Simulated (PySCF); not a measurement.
C₃H₆O.

```xyz
10

C     -1.2889     0.0010    -0.6140
C      0.0000     0.0000     0.1882
C      1.2889    -0.0010    -0.6140
O      0.0000     0.0000     1.3983
H     -1.3099     0.8529    -1.3138
H     -1.3550    -0.9150    -1.2249
H     -2.1499     0.0533     0.0649
H      2.1499    -0.0533     0.0649
H      1.3550     0.9150    -1.2249
H      1.3099    -0.8529    -1.3138
```
Charge 0, spin multiplicity 1.

Coordinates come from a B3LYP-D3(BJ)/def2-SVP optimisation.

Computed with PBE/pcSseg-1 in PySCF. Non-relativistic, no solvent.

Q: Give the absolute GIAO shielding of each atom: isotropic value and principal components (ppm). (The exact figures need the calculation; the answer reports its results.)

A: 
| atom | σ(iso) | σ11 | σ22 | σ33 | span |
|---|---|---|---|---|---|
| C1 | 148.3 | 128.2 | 129.6 | 187.1 | 58.9 |
| C2 | -25.0 | -107.7 | -61.1 | 93.9 | 201.5 |
| C3 | 148.3 | 128.2 | 129.6 | 187.1 | 58.9 |
| O4 | -369.0 | -964.0 | -428.8 | 285.7 | 1249.7 |
| H5 | 28.9 | 26.2 | 29.0 | 31.6 | 5.4 |
| H6 | 29.0 | 26.3 | 28.8 | 31.8 | 5.5 |
| H7 | 29.5 | 26.8 | 27.7 | 33.9 | 7.0 |
| H8 | 29.5 | 26.8 | 27.7 | 33.9 | 7.0 |
| H9 | 29.0 | 26.3 | 28.8 | 31.8 | 5.5 |
| H10 | 28.9 | 26.2 | 29.0 | 31.6 | 5.4 |
